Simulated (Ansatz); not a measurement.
# C₃H₄FNO: a ladder of functionals and wavefunction methods

One table from this session's results is given with a row withheld; the runs are named, their logs left out.

The runs use Ansatz 0.2.0, Gaussian basis; functionals in def2-TZVPP, the program's frozen cores in correlated methods.

Plan: PBE-D4, r2SCAN-D4, PBE0-D4, B3LYP-D4, ωB97X-V, ωB97M-V, B2PLYP; CCSD(T)/def2-TZVPP; MP2/def2-QZVPP; extrapolation to the limit.

### Structure used throughout

An earlier PBE0-D4 in a triple-zeta def2 set relaxation fixed the geometry.

SMILES `N=C(O)C=CF`, 10 atoms, charge 0, spin multiplicity 1.

Atoms are counted from 1 here; the program's logs count them from 0.

Bond lengths: N1–C2 1.265 Å, N1–H7 1.012 Å, C2–O3 1.348 Å, C2–C4 1.468 Å, O3–H8 0.967 Å, C4–C5 1.324 Å, C4–H9 1.083 Å, C5–F6 1.331 Å, C5–H10 1.083 Å. Angles: C2–N1–H7 112.0°, N1–C2–O3 119.5°, N1–C2–C4 130.3°, O3–C2–C4 110.2°, C2–O3–H8 105.7°, C2–C4–C5 126.9°, C2–C4–H9 116.7°, C5–C4–H9 116.4°, C4–C5–F6 123.5°, C4–C5–H10 124.4°, F6–C5–H10 112.2°.

Set-up of the first run:

in.yaml

```yaml
crystal:
  periodic: [false, false, false]
  atoms:
    - {symbol: N, position_ang: [-0.358480, -0.095150, 1.658671]}
    - {symbol: C, position_ang: [-0.165797, -0.657426, 0.542214]}
    - {symbol: O, position_ang: [-0.271011, -1.998404, 0.446548]}
    - {symbol: C, position_ang: [0.176692, -0.082014, -0.763903]}
    - {symbol: C, position_ang: [0.339018, 1.200713, -1.049585]}
    - {symbol: F, position_ang: [0.208342, 2.175477, -0.152088]}
    - {symbol: H, position_ang: [-0.250762, 0.909887, 1.601020]}
    - {symbol: H, position_ang: [-0.495692, -2.307554, 1.334877]}
    - {symbol: H, position_ang: [0.309048, -0.777639, -1.582776]}
    - {symbol: H, position_ang: [0.591841, 1.581010, -2.031977]}
basis:
  gaussian: {orbitals: def2-TZVPP}
hamiltonian: {xc: pbe, dispersion: d4}
output: {forces: true, orbitals: {seedname: orbitals}}
```

Command:

```bash
$ ansatz run in.yaml --threads 4 --pin off --events-out ev --progress --plain --max-ram 10444MiB
```

Among the steps run: PBE-D4 (GGA); r2SCAN-D4 (meta-GGA); PBE0-D4 (hybrid); B3LYP-D4 (hybrid); ωB97X-V (range-separated); ωB97M-V (range-separated); B2PLYP (double hybrid); CCSD(T) in def2-TZVPP; MP2 in def2-QZVPP.

One of the session's tables, all rows but one given; the rest of the session is left out.

| method | atomisation energy (eV) |
| --- | --- |
| PBE-D4 | 45.982 |
| r2SCAN-D4 | 44.149 |
| PBE0-D4 | 44.370 |
| B3LYP-D4 | 44.032 |
| ωB97X-V | 44.006 |
| ωB97M-V | 44.129 |
| B2PLYP | 43.569 |
| HF/def2-TZVPP | 29.669 |
| MP2/def2-TZVPP | 43.900 |
| CCSD/def2-TZVPP | 41.550 |
| CCSD(T)/def2-TZVPP | 42.522 |
| MP2/CBS | ? |
| CCSD(T)/CBS | 43.828 |

Q: Estimate the row for MP2/CBS from the others.

**Answer.** atomisation energy (eV): 45.205. In the column «atomisation energy (eV)» it lies between PBE0-D4 (44.370) and PBE-D4 (45.982).
